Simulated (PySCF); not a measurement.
Al₂⁻: everyday levels beside a composite calculation

PySCF; the state is a quartet (σ ↑, π ↑↑). The composite is CCSD(T) extrapolated to the basis-set limit from two correlation-consistent sets, with core-valence (CV) and scalar-relativistic (SR) terms as its label shows; it has no spin–orbit coupling and nothing beyond (T). Here it is CCSD(T)/CBS(DT)+CV+SR. It gives Re = 2.546 Å, ωe = 335 cm⁻¹ and De = 2.53 eV to Al + Al⁻.

```csv
level,basis,relativity,Re (Å),ωe (cm⁻¹),De (eV)
UHF-MP2,aug-cc-pVDZ-DK,spin-free X2C,2.581,335,2.33
UHF-MP2,aug-pcseg-1,no relativity,2.564,334,2.26
UHF-CCSD,aug-pcseg-1,no relativity,2.580,321,2.10
UHF-CCSD,aug-cc-pVDZ-DK,spin-free X2C,2.603,321,2.13
UHF-CCSD(T),aug-cc-pVDZ-DK,spin-free X2C,2.607,318,2.28
LDA,aug-pcseg-1,no relativity,2.563,318,2.90
TPSS,aug-pcseg-1,no relativity,2.577,317,2.54
r²SCAN,def2-TZVPPD,no relativity,2.549,334,2.90
PBE0,aug-pcseg-1,no relativity,2.570,323,2.51
B97-3,aug-cc-pVDZ-DK,spin-free X2C,2.577,322,2.42
```

Task: Give the difference of each row from the composite.

Result: 

| level | basis | ΔRe (pm) | Δωe (%) | ΔDe (eV) |
| --- | --- | --- | --- | --- |
| UHF-MP2 | aug-cc-pVDZ-DK | +3.5 | +0.0 | -0.20 |
| UHF-MP2 | aug-pcseg-1 | +1.8 | -0.3 | -0.27 |
| UHF-CCSD | aug-pcseg-1 | +3.4 | -4.2 | -0.43 |
| UHF-CCSD | aug-cc-pVDZ-DK | +5.7 | -4.2 | -0.40 |
| UHF-CCSD(T) | aug-cc-pVDZ-DK | +6.1 | -5.1 | -0.25 |
| LDA | aug-pcseg-1 | +1.7 | -5.1 | +0.37 |
| TPSS | aug-pcseg-1 | +3.1 | -5.4 | +0.01 |
| r²SCAN | def2-TZVPPD | +0.3 | -0.3 | +0.37 |
| PBE0 | aug-pcseg-1 | +2.4 | -3.6 | -0.02 |
| B97-3 | aug-cc-pVDZ-DK | +3.1 | -3.9 | -0.11 |

Task: Which rows come closest in De?

Result: TPSS in aug-pcseg-1 (+0.01 eV); PBE0 in aug-pcseg-1 (-0.02 eV), counted from the composite.

Correlated steps freeze 10 core orbitals. Correlated levels converge slowly with the basis: in double zeta they bind strong bonds too weakly, by up to about 1 eV, and carry superposition errors of some tenths. The highest Kohn–Sham level is positive in some of these anions. Much of that is self-interaction error, but it also means that the finite basis helps to hold the extra electron. The state is the lowest determinant that a PBE0 search found; another state may lie lower at other levels.
